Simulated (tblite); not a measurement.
C₄H₅N₂ (doublet state).
SMILES with atom numbers: `[N:1]=[CH:2][CH2:3][C@@H:4]1[CH:5]=[N:6]1` (hydrogens: H7 on C2; H8, H9 on C3; H10 on C4; H11 on C5)

Structure optimised with GFN2-xTB, isolated species. This method treats the open shell by occupation alone, without spin polarisation.

Question: Give the optimised bond lengths and angles.

Answer: 
| bond | length (Å) | order |
| --- | --- | --- |
| N1=C2 | 1.216 | double |
| C2–C3 | 1.529 | single |
| C3–C4 | 1.506 | single |
| C4–C5 | 1.456 | single |
| C5=N6 | 1.251 | double |
| C4–N6 | 1.502 | single |
| C2–H7 | 1.099 | single |
| C3–H8 | 1.091 | single |
| C3–H9 | 1.093 | single |
| C4–H10 | 1.085 | single |
| C5–H11 | 1.063 | single |

Orders are formal, as drawn. A selection of angles:
| angle | degrees |
| --- | --- |
| N1–C2–C3 | 126.8 |
| N1–C2–H7 | 122.5 |
| C3–C2–H7 | 110.7 |
| C2–C3–C4 | 110.0 |
| C2–C3–H8 | 108.6 |
| C2–C3–H9 | 107.3 |
| C4–C3–H8 | 110.8 |
| C4–C3–H9 | 110.6 |
| H8–C3–H9 | 109.6 |
| C3–C4–C5 | 121.4 |
| C3–C4–N6 | 118.4 |
| C3–C4–H10 | 115.4 |
| C5–C4–N6 | 50.0 |
| C5–C4–H10 | 119.5 |
| N6–C4–H10 | 116.0 |
| C4–C5–N6 | 66.9 |
| C4–C5–H11 | 148.3 |
| N6–C5–H11 | 144.7 |
| C4–N6–C5 | 63.1 |

Dihedral angles: N1–C2–C3–C4 125° (anticlinal); C2–C3–C4–C5 132° (anticlinal); C3–C4–C5–N6 -102° (anticlinal); C3–C4–N6–C5 109° (anticlinal).

C5 (carbon bonded to C, N and H) is planar (angles 148.3°, 144.7° and 66.9°, sum 360.0°, 0.00 Å off the plane of its three neighbours). The C–N distances run from 1.216 Å (N1=C2, drawn double) to 1.502 Å (C4–N6, drawn single), a spread of 0.286 Å. The 3-membered ring C4–C5–N6 has internal angles of 50.0° to 66.9°. The 3 C–C bonds span 1.456 Å (C4–C5, drawn single) to 1.529 Å (C2–C3, drawn single), a spread of 0.073 Å. Of the pairs four or more bonds apart, N6···H7 is among the closest relative to their van der Waals radii: 2.86 Å, 104 % of the sum of Bondi's values. C2 (carbon bonded to C, N and H) is planar (angles 126.8°, 122.5° and 110.7°, sum 360.0°, 0.00 Å off the plane of its three neighbours).

Point group: C1 (no symmetry element, even within 0.4 Å). Its GFN2-xTB frequencies are all real (lowest 55 cm⁻¹).

One conformer stands for the species.

The numbers are calculated, not measured.
